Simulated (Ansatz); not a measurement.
# CH5Al (AlH2Me): methods side by side

The species is CH5Al (7 atoms), meant as a singlet with charge 0. SMILES: `[H][Al]([H])[CH3]`. The shape comes from GFN2-xTB, which is rough for such elements, and wasn't checked as a minimum.

```xyz
7

Al    0.5322    0.9260   -0.0028
H     2.0796    1.0307    0.0395
H    -0.1571    2.3156   -0.0328
C    -0.4568   -0.7945   -0.0027
H    -0.5786   -1.2238   -1.0051
H    -1.4692   -0.6903    0.4088
H     0.0499   -1.5636    0.5952
```

Each level gives the energy change with the Al1–H3 bond stretched from 1.551 to 3.879 Å (eV). The values are calculated.

| level | kind | program | value (eV) | less FCI/STO-3G |
| --- | --- | --- | --- | --- |
| SVWN5/STO-3G (restricted) | LDA | Ansatz | 6.96 | +1.73 |
| revPBE/STO-3G (restricted) | GGA | Ansatz | 6.64 | +1.41 |
| r2SCAN/STO-3G (restricted) | meta-GGA | Ansatz | 7.16 | +1.93 |
| r2SCAN0/STO-3G (restricted) | hybrid meta-GGA | Ansatz | 7.89 | +2.66 |
| CAM-B3LYP/STO-3G (restricted) | range-separated hybrid | Ansatz | 8.16 | +2.93 |
| B2PLYP/STO-3G (restricted) | double hybrid | Ansatz | 6.75 | +1.52 |
| BCCD(T)/STO-3G (restricted) | coupled cluster or CI | Ansatz | 5.17 | -0.06 |
| CCSDT/STO-3G (restricted) | coupled cluster or CI | Ansatz | 5.24 | +0.01 |
| FCI/STO-3G | exact in the basis | Ansatz | 5.23 | 0.00 |

FCI/STO-3G is exact within its basis and frozen core, so for wave-function methods in that basis the difference is their error; functionals converge differently with the basis, so for them it is only a difference. The first shape isn't each level's own minimum. The values span 5.17 to 8.16 eV. All rows use very small basis sets, so even the best lies far from the true value.
